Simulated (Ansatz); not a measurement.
OS: a test of scalar relativity, run with the Ansatz DFT code, driven from Python.

`run_x2c.py`
```python
# -*- coding: utf-8 -*-
"""OS with and without the spin-free two-component Hamiltonian."""

import ansatz as az
import numpy as np

mol = (
    az.Crystal.molecule()
    .atom("O", (0.8397, 0.0, 0.0))
    .atom("S", (-0.8397, 0.0, 0.0))
)

calc = (
    mol.calculation()
    .functional("hf")
    .spin("collinear", total=2)
    .forces()
)
# a set contracted for a scalar-relativistic Hamiltonian goes with the relativistic run
sets = {"none": "cc-pVTZ", "scalar": "cc-pVTZ-DK"}
found = {kind: calc.basis(gaussian=basis).pseudopotentials(relativity=kind).run(threads=1).report for kind, basis in sets.items()}
for kind, each in found.items():
    dipole = 4.803205 * np.linalg.norm(each["charge_distribution"]["dipole_moment_e_ang"])
    print(f"{kind:7s} E = {each['free_energy_ev']:.4f} eV  dipole {dipole:.3f} D  largest force {np.abs(each['forces_ev_ang']).max():.4f} eV/A")
print(f"relativity lowers the total energy by {found['none']['free_energy_ev'] - found['scalar']['free_energy_ev']:.3f} eV")
```

What does scalar relativity change in the total energy and in the dipole?

The total moves by -30.8 eV, nearly all in the cores, and the dipole from 1.47 to 1.47 D.

The output:

Running `python run_x2c.py` prints:
```text
none    E = -12853.7983 eV  dipole 1.466 D  largest force 5.2547 eV/A
scalar  E = -12884.6257 eV  dipole 1.475 D  largest force 5.2216 eV/A
relativity lowers the total energy by 30.827 eV
```

What to keep in mind:
- Total energies depend on the basis set; only differences at equal settings carry meaning.
- The geometry is a force-field or estimated start, not a minimum of this method. The basis set changes with the Hamiltonian (a set recontracted for scalar relativity), and most of the change in the total lies in the cores.
- The species is open-shell (spin multiplicity 3).
- The spin state was assumed, and another may lie lower.
- It ran for 1.7 s on 1 thread of Arm Neoverse V1, with other jobs on the host, peak memory 0.17 GiB.
